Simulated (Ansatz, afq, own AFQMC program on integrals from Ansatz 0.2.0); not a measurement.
## AlH3O, triplet: AFQMC among the cluster methods

```yaml
atoms:
  - { symbol: Al, position_ang: [-1.1550, 0.0000, 0.0000] }
  - { symbol: H, position_ang: [-1.9479, 1.3734, 0.0000] }
  - { symbol: H, position_ang: [-1.9479, -1.3734, 0.0000] }
  - { symbol: H, position_ang: [0.4309, 0.0000, 0.0000] }
  - { symbol: O, position_ang: [2.1660, 0.0000, 0.0000] }
```

Connectivity, by distances: AlH3 ··· O.

Basis cc-pVTZ. Only valence electrons are correlated. Integrals, coupled cluster, full CI and functionals: Ansatz 0.2.0; the random walks run on the same integrals in our own AFQMC program. ph-AFQMC/CISD is guided by a CISD state made of CCSD amplitudes; releasing the constraint for a short imaginary time cuts its bias at the price of noise, slowly where states lie close. Uncertainties: one standard error, sampling alone.

Determinant: UHF, the one that the program's search chose, which needn't be the lowest solution. The geometry is a point of a scan.

No full CI on the walks' own integrals is used here. The released AFQMC energy serves as the reference, which it does only where one determinant dominates, the energy is flat over the last release times and near the phaseless one (40 meV or 2 meV an electron, half that with transition metals). On small molecules, where full CI could be run and the noise was under 10 meV, such values lay within 10 meV of it in 19 cases of 20, a flattering rate, since the rule was set on those same cases; what remains of the bias isn't in the error bar.

Cautions: lower spins were not checked; the released value is read at 1.62 1/Eh, later times being too noisy (meV from the phaseless value at times in 1/Eh: -4 ± 4 at 0.24, -14 ± 7 at 0.51, -15 ± 9 at 0.99, -16 ± 6 at 1.62, -15 ± 12 at 2.40).

```
T1 diagnostic                               : 0.0180
weight of the determinant in the CISD state : 0.890
⟨S²⟩ of the determinant                     : 2.013
size of the correlated space                : 12 electrons in 100 orbitals
```

```csv
level,correlation energy (eV)
MP2,-6.6816
CCSD,-7.7880
CCSD(T),-7.9420
```

(1) Estimate where AFQMC with the constraint released lies against CCSD(T) on the same integrals.

(1) 33.4 ± 6.0 meV below CCSD(T).

Reference: AFQMC with the constraint released, correlation energy -7.975 ± 0.006 eV.

| level | E − E(reference) (meV) | share of correlation (%) |
| --- | --- | --- |
| CCSD(T) | 33.4 ± 6.0 | 99.58 |
| ph-AFQMC/CISD | 15.9 ± 8.3 | 99.80 |

A walk keeps the symmetry of its determinant, which the program's search chose and which needn't be the lowest solution, so a lower state of the same spin and another symmetry isn't excluded. Released energies are given only where the last usable release times agree within the noise; a slower fall can still hide under it.
